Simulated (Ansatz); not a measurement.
Zinc-blende AlN (metastable phase): LO phonon frequency at L by level of theory

No measured value is used here.

```tsv
level (code)	value (cm⁻¹)	cell (Å³/atom)
LDA (Ansatz)	734	10.24
PBE (Ansatz)	708	10.67
r²SCAN (Ansatz)	743	10.43
```

Each level is taken at its own relaxed cell. Cutoffs and k meshes differ between the levels. Ansatz's density-functional and Hartree–Fock values are scalar-relativistic unless marked +SOC, with PAW data made under PBE.

Ansatz is a first-principles code.
